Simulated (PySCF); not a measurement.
Gas-phase reaction: i-Si4H10 + 2 H → 2 Si2H6

Method: PySCF energies plus ideal-gas RRHO corrections (1 bar). † marks an energy on the PBE0/def2-TZVP geometry and frequencies; other levels use their own. MP2 freezes the core. 6-31G* has spherical d functions here. Open shells (unrestricted): H (multiplicity 2); the rest are closed-shell singlets. MP2 isn't extrapolated to the basis-set limit; its ΔH°(298 K) is -388.6 kJ in def2-SVP and -404.3 kJ in def2-TZVPP. The harmonic model lacks anharmonicity and excited electronic states, which grow with temperature; levels with a mode under 35 cm⁻¹ are left out. Internal rotation in i-Si4H10, Si2H6 is treated as a harmonic vibration of one conformer, which makes the entropy rough.

| level | ΔE electronic, kJ | ΔH°(298 K), kJ | ΔS°(298 K), J/K | ΔG°(2000 K), kJ |
|---|---|---|---|---|
| BLYP/def2-TZVP† | -473 | -446 | -90 | -207 |
| HF/6-31G* | -380 | -350 | -92 | -105 |
| M06-2X/def2-TZVP† | -453 | -427 | -90 | -187 |
| MP2/def2-SVP† | -415 | -389 | -90 | -149 |
| MP2/def2-TZVPP† | -431 | -404 | -90 | -165 |
| r2SCAN/def2-TZVP† | -446 | -419 | -90 | -179 |
| ωB97M-V/def2-TZVP† | -458 | -432 | -90 | -192 |
| ωB97X-V/def2-TZVP† | -455 | -428 | -90 | -189 |
ΔH° is lowest at BLYP/def2-TZVP† and highest at HF/6-31G*. No reference value is set beside these.
